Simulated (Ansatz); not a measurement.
Ansatz (a quantum-chemistry and plane-wave program) job for DMSO (C₂H₆OS), SMILES CS(C)=O, PBE-D3(BJ)/def2-SVP. 

Ansatz 0.2 input:
```yaml
crystal:
  periodic: [false, false, false]
  atoms:
    - {symbol: C, position_ang: [-0.18534393, -0.81173120, -1.36658331]}
    - {symbol: S, position_ang: [0.45205717, 0.23729880, 0.00000000]}
    - {symbol: C, position_ang: [-0.18534393, -0.81173120, 1.36658331]}
    - {symbol: O, position_ang: [-0.39512717, 1.48562688, -0.00000000]}
    - {symbol: H, position_ang: [0.04845521, -0.27508384, -2.29604958]}
    - {symbol: H, position_ang: [0.30330074, -1.79734266, -1.36121420]}
    - {symbol: H, position_ang: [-1.27564106, -0.89808421, -1.25149205]}
    - {symbol: H, position_ang: [-1.27564107, -0.89808421, 1.25149204]}
    - {symbol: H, position_ang: [0.04845521, -0.27508384, 2.29604958]}
    - {symbol: H, position_ang: [0.30330074, -1.79734267, 1.36121419]}
basis:
  gaussian:
    orbitals: def2-SVP
hamiltonian:
  xc: pbe
  dispersion: d3bj
relax: {f_tol: 0.002, max_steps: 200}
```

Log of the run:

```
WARN ansatz: RAYON_NUM_THREADS=1 ignored (pool sized by the plan → 1); use --threads N
Functional definition: PBE
integrals: 0.03 GiB planned
1012 factors; their error is unknown
mean field: 0.22 GiB planned
mean field evaluation 1: about -15022.2087 eV, gradient 8.2e1 eV
mean field evaluation 2: about -14969.4850 eV, gradient 1.7e2 eV
mean field evaluation 4: about -15036.2669 eV, gradient 1.1e1 eV
mean field evaluation 8: about -15036.5342 eV, gradient 2.9e-1 eV
mean field evaluation 16: about -15036.4906 eV, gradient 3.9e-5 eV
mean field -15036.49055759 eV, -552.5808358919 hartree, gradient 3.5e-5 eV, S^2 0.000000; 0 other end points of the search recorded, 0 dependent functions left out
the calculation of the forces begins
reference -15036.49058502 eV, -552.5808369001 hartree; 21, 21 occupied and 69, 69 virtual orbitals, 1012 factors
relax step   1: F+E_penalty+E_count = -15036.69052424 eV  Δ(F+E_penalty+E_count) = +0.000e0 eV  max|allowed force component| = 4.171e-1 eV/Å  Δτ_max = 0.0000 Å  (29 SCF iters, accepted)
these checks for a lower state are left out or cut short: starts, cluster_reference, orbital_swaps, neighbouring_geometries, increment
integrals: 0.03 GiB planned
1012 factors; their error is unknown
mean field: 0.22 GiB planned
mean field -15036.49970691 eV, -552.5811721232 hartree, gradient 1.3e-5 eV, S^2 0.000000; 0 other end points of the search recorded, 0 dependent functions left out
the calculation of the forces begins
reference -15036.49973433 eV, -552.5811731311 hartree; 21, 21 occupied and 69, 69 virtual orbitals, 1012 factors
relax step   2: F+E_penalty+E_count = -15036.69940281 eV  Δ(F+E_penalty+E_count) = -8.879e-3 eV  max|allowed force component| = 1.903e-1 eV/Å  Δτ_max = 0.0142 Å  (32 SCF iters, accepted)
these checks for a lower state are left out or cut short: starts, cluster_reference, orbital_swaps, neighbouring_geometries, increment
integrals: 0.03 GiB planned
1012 factors; their error is unknown
mean field: 0.22 GiB planned
mean field evaluation 32: about -15036.5019 eV, gradient 1.4e-5 eV
mean field -15036.50187143 eV, -552.5812516679 hartree, gradient 1.4e-5 eV, S^2 0.000000; 0 other end points of the search recorded, 0 dependent functions left out
the calculation of the forces begins
reference -15036.50189894 eV, -552.5812526788 hartree; 21, 21 occupied and 69, 69 virtual orbitals, 1012 factors
relax step   3: F+E_penalty+E_count = -15036.70098046 eV  Δ(F+E_penalty+E_count) = -1.578e-3 eV  max|allowed force component| = 6.408e-2 eV/Å  Δτ_max = 0.0103 Å  (32 SCF iters, accepted)
these checks for a lower state are left out or cut short: starts, cluster_reference, orbital_swaps, neighbouring_geometries, increment
integrals: 0.03 GiB planned
1012 factors; their error is unknown
mean field: 0.22 GiB planned
mean field -15036.50186444 eV, -552.5812514111 hartree, gradient 1.2e-5 eV, S^2 0.000000; 0 other end points of the search recorded, 0 dependent functions left out
the calculation of the forces begins
reference -15036.50189192 eV, -552.5812524211 hartree; 21, 21 occupied and 69, 69 virtual orbitals, 1012 factors
relax step   4: F+E_penalty+E_count = -15036.70112622 eV  Δ(F+E_penalty+E_count) = -1.458e-4 eV  max|allowed force component| = 2.328e-2 eV/Å  Δτ_max = 0.0053 Å  (25 SCF iters, accepted)
these checks for a lower state are left out or cut short: starts, cluster_reference, orbital_swaps, neighbouring_geometries, increment
integrals: 0.03 GiB planned
1012 factors; their error is unknown
mean field: 0.22 GiB planned
mean field -15036.50192083 eV, -552.5812534835 hartree, gradient 2.0e-5 eV, S^2 0.000000; 0 other end points of the search recorded, 0 dependent functions left out
the calculation of the forces begins
reference -15036.50194832 eV, -552.5812544937 hartree; 21, 21 occupied and 69, 69 virtual orbitals, 1012 factors
relax step   5: F+E_penalty+E_count = -15036.70115586 eV  Δ(F+E_penalty+E_count) = -2.964e-5 eV  max|allowed force component| = 5.889e-3 eV/Å  Δτ_max = 0.0011 Å  (23 SCF iters, accepted)
these checks for a lower state are left out or cut short: starts, cluster_reference, orbital_swaps, neighbouring_geometries, increment
integrals: 0.03 GiB planned
1012 factors; their error is unknown
mean field: 0.22 GiB planned
mean field -15036.50192279 eV, -552.5812535555 hartree, gradient 3.6e-5 eV, S^2 0.000000; 0 other end points of the search recorded, 0 dependent functions left out
the calculation of the forces begins
reference -15036.50195028 eV, -552.5812545658 hartree; 21, 21 occupied and 69, 69 virtual orbitals, 1012 factors
relax step   6: F+E_penalty+E_count = -15036.70115783 eV  Δ(F+E_penalty+E_count) = -1.974e-6 eV  max|allowed force component| = 1.516e-3 eV/Å  Δτ_max = 0.0002 Å  (20 SCF iters, accepted)
integrals: 0.03 GiB planned
1012 factors; their error is unknown
mean field: 0.22 GiB planned
mean field evaluation 64: about -15036.5019 eV, gradient 1.4e-1 eV
mean field -15036.50192279 eV, -552.5812535555 hartree, gradient 3.6e-5 eV, S^2 0.000000; 1 other end points of the search recorded, 0 dependent functions left out
the calculation of the forces begins
reference -15036.50195028 eV, -552.5812545658 hartree; 21, 21 occupied and 69, 69 virtual orbitals, 1012 factors
Total energy: -15036.70118532 eV, -552.5885763186 hartree
Atom 0 at    -0.185827    -0.814627    -1.369369 Å, force    -0.000527    -0.001091    -0.001516 eV/Å
Atom 1 at     0.455366     0.248652    -0.000000 Å, force     0.000392     0.001174    -0.000000 eV/Å
Atom 2 at    -0.185827    -0.814627     1.369369 Å, force    -0.000527    -0.001091     0.001516 eV/Å
Atom 3 at    -0.392281     1.506816    -0.000000 Å, force     0.000130    -0.000442    -0.000000 eV/Å
Atom 4 at     0.049250    -0.275388    -2.306131 Å, force     0.000267     0.000452     0.000175 eV/Å
Atom 5 at     0.307999    -1.806278    -1.362313 Å, force     0.000290     0.000007     0.000557 eV/Å
Atom 6 at    -1.283729    -0.902220    -1.251938 Å, force    -0.000291     0.000265     0.000536 eV/Å
Atom 7 at    -1.283729    -0.902220     1.251938 Å, force    -0.000291     0.000265    -0.000536 eV/Å
Atom 8 at     0.049250    -0.275388     2.306131 Å, force     0.000267     0.000452    -0.000175 eV/Å
Atom 9 at     0.307999    -1.806278     1.362313 Å, force     0.000290     0.000007    -0.000557 eV/Å
Dipole moment:     0.135901    -0.733937     0.000000 e Å
```

The run converged.
